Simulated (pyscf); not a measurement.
Single points on ωB97X-D3(BJ)/def2-SVP structures (PySCF, gas phase).

Problem. For •H₂C–CH₂–CH₂–CH₂–CH₃ (SMILES [CH2]CCCC) → H₃C–CH₂–CH₃ (SMILES CCC) + •HC=CH₂ (SMILES [CH]=C), a 1,1-elimination (doublet surface; C–C, C–H broken, C–H formed), PBE/def2-TZVP gives ΔE‡ = 77.5 kcal/mol and ΔE = +33.3 kcal/mol (zero: the reactant's lowest minimum found). In which direction and how far do r²SCAN/def2-TZVP, B3LYP-D3(BJ)/def2-TZVP, ωB97M-D3(BJ)/def2-TZVP move these?

Solution. r²SCAN: ΔE‡ = 82.9 kcal/mol, ΔE = +35.4 kcal/mol; B3LYP-D3(BJ): ΔE‡ = 83.4 kcal/mol, ΔE = +33.1 kcal/mol; ωB97M-D3(BJ): ΔE‡ = 85.3 kcal/mol, ΔE = +35.0 kcal/mol. PBE's barrier lies under all of them, by 5.4 to 7.8 kcal/mol. Its reaction energy lies among theirs. Low barriers are usual for a GGA, whose delocalisation error favours stretched bonds. The same reactants have a lower exit, to H₂C=CH–CH₂–CH₂–CH₃ + H• (no saddle counted: cutting one bond, which may have a small barrier of its own, costs +37.3 kcal/mol at ωB97M-D3(BJ), against +85.3 kcal/mol here). •H₂C–CH₂–CH₂–CH₂–CH₃ lies 6.6 kcal/mol over its isomer H₃C–CH₂–C•(CH₃)–CH₃, and others may lie lower still (electronic energy, ωB97M-D3(BJ)). One saddle was located; it need not be the lowest between these sides.
